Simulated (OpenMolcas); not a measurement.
**Predicting a hybrid from its neighbours: SiHF**

SiHF has 3 atoms, charge 0, and is taken as a singlet. SMILES: `F[SiH]`. The coordinates come from a PBE0-D4/def2-TZVP relaxation.

The HOMO–LUMO gap y, in eV, basis def2-TZVPPD; a is the functional's share of exact exchange. Programs: OpenMolcas 26.06.

```
functional     program     a  y (eV)
      TPSS  OpenMolcas     0    2.57
      BLYP  OpenMolcas     0    2.35
     B3LYP  OpenMolcas   0.2    3.94
      PBE0  OpenMolcas  0.25       ?
     BHLYP  OpenMolcas   0.5    6.28
```

Problem. Fit y = c + s·a to the known rows and predict PBE0.

Solution. 
1. Means of the 4 rows: a = 0.1750, y = 3.785.
2. Σ(Δa)² = 0.1675, Σ(Δa·Δy) = 1.2785, so the slope is 1.2785/0.1675 = 7.6328.
3. Intercept: 3.785 − (7.6328) × 0.1750 = 2.449. The largest residual of the fit is 0.12.
4. PBE0: 2.449 + (7.6328) × 0.25 = 4.36 eV.

The run gave 4.31 eV, so the prediction is off by +0.05 eV, within the largest residual. Exact exchange lowers occupied levels and raises empty ones. The rows mix families of semi-local functionals, which the line can't see.
